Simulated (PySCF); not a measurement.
Can point charges reproduce the dipole moment of `C([C@H](C)CF)=O`?

Coordinates (GFN2-xTB, Å) and charges (e) from the PBE0/pcSseg-1 density (PySCF):

```json
{"atom": "C1", "x": "1.350", "y": "-0.486", "z": "0.117", "Mulliken": "-0.2208", "IAO": "-0.4240", "Hirshfeld": "-0.1180", "ESP-fitted": "-0.5349"}
{"atom": "C2", "x": "0.013", "y": "0.040", "z": "-0.393", "Mulliken": "-0.4548", "IAO": "-0.1770", "Hirshfeld": "-0.0386", "ESP-fitted": "+0.2447"}
{"atom": "C3", "x": "-1.036", "y": "-1.049", "z": "-0.454", "Mulliken": "+0.2909", "IAO": "+0.2628", "Hirshfeld": "+0.1349", "ESP-fitted": "+0.3762"}
{"atom": "O4", "x": "-0.827", "y": "-2.219", "z": "-0.319", "Mulliken": "-0.3424", "IAO": "-0.3814", "Hirshfeld": "-0.2139", "ESP-fitted": "-0.4385"}
{"atom": "C5", "x": "-0.490", "y": "1.203", "z": "0.466", "Mulliken": "+0.2147", "IAO": "+0.0448", "Hirshfeld": "+0.0303", "ESP-fitted": "-0.0029"}
{"atom": "F6", "x": "-1.608", "y": "1.768", "z": "-0.093", "Mulliken": "-0.3357", "IAO": "-0.3277", "Hirshfeld": "-0.1154", "ESP-fitted": "-0.2495"}
{"atom": "H7", "x": "1.251", "y": "-0.825", "z": "1.146", "Mulliken": "+0.1162", "IAO": "+0.1464", "Hirshfeld": "+0.0427", "ESP-fitted": "+0.1351"}
{"atom": "H8", "x": "2.113", "y": "0.287", "z": "0.073", "Mulliken": "+0.1195", "IAO": "+0.1426", "Hirshfeld": "+0.0439", "ESP-fitted": "+0.1281"}
{"atom": "H9", "x": "1.665", "y": "-1.331", "z": "-0.488", "Mulliken": "+0.1373", "IAO": "+0.1631", "Hirshfeld": "+0.0466", "ESP-fitted": "+0.1554"}
{"atom": "H10", "x": "0.120", "y": "0.411", "z": "-1.421", "Mulliken": "+0.1585", "IAO": "+0.1608", "Hirshfeld": "+0.0527", "ESP-fitted": "+0.0118"}
{"atom": "H11", "x": "-2.053", "y": "-0.660", "z": "-0.654", "Mulliken": "+0.0909", "IAO": "+0.1059", "Hirshfeld": "+0.0389", "ESP-fitted": "-0.0011"}
{"atom": "H12", "x": "-0.767", "y": "0.869", "z": "1.471", "Mulliken": "+0.1084", "IAO": "+0.1392", "Hirshfeld": "+0.0461", "ESP-fitted": "+0.0863"}
{"atom": "H13", "x": "0.265", "y": "1.993", "z": "0.531", "Mulliken": "+0.1173", "IAO": "+0.1446", "Hirshfeld": "+0.0494", "ESP-fitted": "+0.0893"}
```

Task: Compute μ = Σ q r for each scheme (1 e·Å = 4.803 D) and compare with the dipole of the full density.

Result: The full density gives (1.51, 1.83, 0.37) D, 2.41 D in size; dipole vectors point from the negative to the positive end.

| scheme | μx | μy | μz | size (D) | share of the full size (%) | angle to the full dipole (°) |
| --- | --- | --- | --- | --- | --- | --- |
| Mulliken | 2.49 | 1.43 | 1.31 | 3.16 | 131 | 25 |
| IAO | 2.22 | 1.69 | 0.75 | 2.89 | 120 | 14 |
| Hirshfeld | 0.85 | 1.30 | 0.27 | 1.58 | 65 | 7 |
| ESP-fitted | 1.52 | 1.83 | 0.38 | 2.41 | 100 | 0 |

Task: Which set comes closest?

Result: Length of the difference vector: ESP-fitted 0.01 D, IAO 0.82 D, Hirshfeld 0.86 D, Mulliken 1.42 D. Closest: ESP-fitted. The schemes that divide the density aren't constrained to reproduce the dipole.

Task: What is left for the Hirshfeld atoms' own dipoles?

Result: The Hirshfeld atoms' densities add up to the full density, so μ = Σ q r + Σ (atomic dipoles). The atomic dipoles sum to (1.51, 1.83, 0.37) − (0.85, 1.30, 0.27) = (0.66, 0.53, 0.10) D, 0.86 D in size.

Task: With the origin at the mean of the coordinates, (0.000, 0.000, -0.001) Å, which are the largest single terms, by size, of the ESP-fitted dipole along the direction of the full one?

Result: O4 +4.76, C3 -2.75, C1 -1.28, H8 +0.96, H13 +0.76 D; all 13 atoms together +2.41 D. The single terms depend on the origin, their sum doesn't.

Task: Give the size of the full dipole in other units.

Result: 2.41 D = 0.947 au = 0.501 e·Å = 8.03 × 10⁻³⁰ C·m.

One conformer (not necessarily the lowest) at the GFN2-xTB geometry, without solvent, vibrations or thermal averaging.

The values belong to the conformer `[CH3:1][C@@H:2]([CH:3]=[O:4])[CH2:5][F:6]`: C1–C2–C3–O4 -11°, C1–C2–C5–F6 173°.
